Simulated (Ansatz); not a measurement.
# [SiH3···H···F], doublet: transfer scan

Starting geometry:

```xyz
6

Si   -1.1347    0.0000    0.0000
H    -1.6296    1.3997    0.0000
H    -1.6296   -0.6999    1.2122
H    -1.6296   -0.6999   -1.2122
H     0.3499    0.0000    0.0000
F     1.9183    0.0000    0.0000
```

From there H5 is moved from one fragment to the other while all else, the fragments' distance too, stays fixed; atoms are numbered as listed. Energies are in kJ/mol, counted from the starting geometry at the same level.

Basis cc-pVDZ; Ansatz 0.2.0. Only valence electrons are correlated (noble-gas cores frozen). Prefix R: restricted or restricted open-shell reference; prefix U: unrestricted. Active spaces: valence = (15e, 12o) chosen from the atoms' valence shells.

Runs in a small pair space aren't shown, since their orbitals change along the scan.

Full CI isn't at hand for all of this; UCCSDT(Q) serves as the reference, and is uncertain by about the last step of the cluster series. The frozen core follows each run's orbitals, which can shift R against U totals by a few meV.

| distance Si1-H5 (Å) | CASSCF (valence space) |
| --- | --- |
| 1.485 | 0.0 |
| 1.580 | 4.1 |
| 1.771 | -4.2 |
| 1.962 | -70.9 |
| 2.153 | -116.3 |

Problem. Estimate the UCCSDT(Q) curve in cc-pVDZ from this one, knowing how CASSCF (valence space) errs.

Solution. The computed UCCSDT(Q) values, in kJ/mol from the starting point, and the error of CASSCF (valence space) against them:
```tsv
distance Si1-H5 (Å)	UCCSDT(Q)	CASSCF (valence space) less UCCSDT(Q)
1.485	0.0	0.0
1.580	-4.5	8.6
1.771	-28.1	23.9
1.962	-96.8	25.9
2.153	-138.9	22.6
```

The error spans 25.9 kJ/mol and is largest, 25.9 kJ/mol, at 1.962 Å.
